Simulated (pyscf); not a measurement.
PySCF, gas phase, ωB97X-D3(BJ)/def2-SVP geometries.

Question: Estimate the classical barrier height and the reaction energy of hydrogen chloride (HCl) + Cl–InH₂ → Cl–InH–Cl + hydrogen (H₂) at ωB97M-D3(BJ)/def2-TZVP. The step runs on the singlet surface, breaks Cl–H, H–In and forms Cl–In, H–H; take the separated reactants as zero.

Answer: ΔE‡ = 0.39 eV, ΔE = -0.95 eV. Zero-point energy shifts the barrier by +0.02 eV. It is a four-centre exchange, with an imaginary mode of 1173i cm⁻¹. On the reactant side the descent ends in an adduct with a Cl–In contact, 0.46 eV under the separated species and 0.68 eV under the saddle at ωB97X-D3(BJ)/def2-TZVP. What is counted as formed (Cl–In) is already present as a longer contact in the reactant adduct; forming that adduct is a step of its own. At ωB97X-D3(BJ)/def2-TZVP the barrier from the zero used here is 0.23 eV. This is the saddle that the search found; another between the same sides may lie lower. Elements past Kr carry the def2 core potentials, without spin-orbit coupling.
